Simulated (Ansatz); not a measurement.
**AlH₃O (triplet): wave-function methods side by side at distance Al1–H4 along a hydrogen transfer = 1.586 Å, cc-pVDZ**

The task here is to estimate one member of a computed series from the others.

Method: cc-pVDZ, core rule «outside noble gas», up to 6 orbitals frozen; program: Ansatz 0.2.0, Gaussian basis.

Plan: UHF; CCSD(T) on ROHF; CCSD(T) on UHF; BCCD(T) on ROHF; CISD; CCSDT(Q) on ROHF; CCSDT(Q) on UHF; CASSCF and MRCISD+Q, 4 electrons in 4 orbitals; CASSCF and NEVPT2, 4 electrons in 4 orbitals.

13 further runs of the same task are left out: 9 for a known fault of the program, 4 that didn't finish.

**What is computed**

The geometry derives from fragments relaxed apart (PBE0/def2-TZVP) and kept rigid, so it is no stationary point. A hydrogen atom is moved between rigid fragments.

5 atoms, charge 0, spin multiplicity 3.

Atoms are counted from 1 here; the program's logs count them from 0.

Bond lengths: Al1–H2 1.586 Å, Al1–H3 1.586 Å, Al1–H4 1.586 Å. Angles: H2–Al1–H3 120.0°, H2–Al1–H4 120.0°, H3–Al1–H4 120.0°.

The first run:

in.yaml reads:

```yaml
crystal:
  periodic: [false, false, false]
  atoms:
    - {symbol: Al, position_ang: [-1.154968, 0.000000, 0.000000]}
    - {symbol: H, position_ang: [-1.947891, 1.373384, 0.000000]}
    - {symbol: H, position_ang: [-1.947891, -1.373384, 0.000000]}
    - {symbol: H, position_ang: [0.430880, 0.000000, 0.000000]}
    - {symbol: O, position_ang: [2.166032, 0.000000, 0.000000]}
basis:
  gaussian: {orbitals: cc-pVDZ}
magnetization: {spin_polarized: true, initial_magnetization: 2}
hamiltonian: {xc: hf}
output: {orbitals: {seedname: orbitals}}
```

On the command line:

```sh
$ ansatz run in.yaml --threads 1 --pin off --events-out ev --progress --plain --max-ram 2393MiB
```

Among the steps run: UHF; CCSD(T) on ROHF; CCSD(T) on UHF; BCCD(T) on ROHF; CISD; CCSDT(Q) on ROHF; CCSDT(Q) on UHF; CASSCF and MRCISD+Q, 4 electrons in 4 orbitals; CASSCF and NEVPT2, 4 electrons in 4 orbitals.

One of the session's tables, all rows but one given; the rest of the session is left out.

| method | from UCCSDT(Q) (kcal/mol) |
| --- | --- |
| ROHF | ? |
| UHF | +143.23 |
| RMP2 | +27.38 |
| UMP2 | +27.16 |
| CISD | +11.72 |
| RCCSD | +2.10 |
| UCCSD | +2.05 |
| RCCSD(T) | +0.52 |
| UCCSD(T) | +0.49 |
| BCCD(T) | +0.53 |
| RCCSDT | +0.12 |
| UCCSDT | +0.09 |
| RCCSDT(Q) | +0.03 |
| UCCSDT(Q) | 0 |
| CASSCF pair | +138.04 |
| NEVPT2 pair | +26.92 |
| MRCISD pair | +10.83 |
| MRCISD+Q pair | +1.14 |

Estimate the missing values for ROHF.

As computed: from UCCSDT(Q) (kcal/mol): +146.91. In the column «from UCCSDT(Q) (kcal/mol)» it is the highest.

To keep in mind: Restricted and unrestricted rows rest on different reference determinants; where their highest levels disagree by more than a few hundredths of an eV, they describe different states and don't form one ladder.
